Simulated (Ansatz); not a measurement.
What does this script print? It uses Ansatz 0.2.0 through its Python package.

The script, `run_scan.py`:
```python
"""Stretching a bond of C3H3O, the rest held rigid."""

import ansatz as az
import numpy as np

geometry_ang = [
    ("C", (-1.1518, 0.7816, -0.8579)),
    ("C", (-0.3617, 0.2271, -0.2545)),
    ("C", (0.66, -0.4921, 0.4907)),
    ("O", (0.243, -1.6324, 0.8877)),
    ("H", (-1.9577, 1.3281, -1.4281)),
    ("H", (1.5694, -0.4976, -0.1638)),
    ("H", (1.06, 0.2174, 1.2802)),
]
mol = az.Crystal.molecule()
for symbol, xyz in geometry_ang:
    mol = mol.atom(symbol, xyz)

symbols = [site.symbol for site in mol.cartesian_sites]
start = np.array([site.position_ang for site in mol.cartesian_sites])
axis = (start[5] - start[2]) / np.linalg.norm(start[5] - start[2])
moving = [5]
lengths, energies = [0.986, 1.031, 1.076, 1.12, 1.165, 1.21, 1.255, 1.322], []
for length in lengths:
    xyz = start.copy()
    xyz[moving] += (length - np.linalg.norm(start[5] - start[2])) * axis
    point = az.Crystal.molecule()
    for symbol, place in zip(symbols, xyz):
        point = point.atom(symbol, place.tolist())
    calc = point.calculation().basis(gaussian="6-31G*").correlation("mp2").spin("collinear", total=1)
    rep = calc.run().report
    energies.append(rep["free_energy_ev"])
    print(f"r = {length:6.3f} A  E = {energies[-1]:.5f} eV  <S^2> = {abs(rep['mean_field']['state']['spin_squared']):.3f}")

# quartic fit about the minimum
fit = np.polynomial.Polynomial.fit(lengths, np.array(energies) - min(energies), 4).convert()
roots = [r.real for r in fit.deriv().roots() if abs(r.imag) < 1e-9 and fit.deriv(2)(r.real) > 0]
r_e = min(roots, key=lambda r: abs(r - lengths[int(np.argmin(energies))]))
print(f"minimum of the fit at {r_e:.4f} A, force constant {fit.deriv(2)(r_e):.2f} eV/A^2")
```

Running `python run_scan.py` prints:
```text
r =  0.986 A  E = -5185.19931 eV  <S^2> = 0.760
r =  1.031 A  E = -5185.39426 eV  <S^2> = 0.761
r =  1.076 A  E = -5185.49143 eV  <S^2> = 0.762
r =  1.120 A  E = -5185.51349 eV  <S^2> = 0.763
r =  1.165 A  E = -5185.47898 eV  <S^2> = 0.765
r =  1.210 A  E = -5185.40080 eV  <S^2> = 0.767
r =  1.255 A  E = -5185.29010 eV  <S^2> = 0.772
r =  1.322 A  E = -5185.08296 eV  <S^2> = 0.784
minimum of the fit at 1.1135 A, force constant 29.74 eV/A^2
```

Reading the output:
- Total energies depend on the basis set; only differences at equal settings carry meaning.
- The rest of the molecule is held rigid at a force-field or estimated start geometry, and the basis set is modest; single-reference methods fail as a bond breaks.
- The run takes the species as open-shell (spin multiplicity 2), which needn't be its ground state.
- S² is that of the Hartree-Fock reference.
- Run time: 16 s on 1 thread of Arm Neoverse V2 (shared host), peak memory 0.19 GiB.
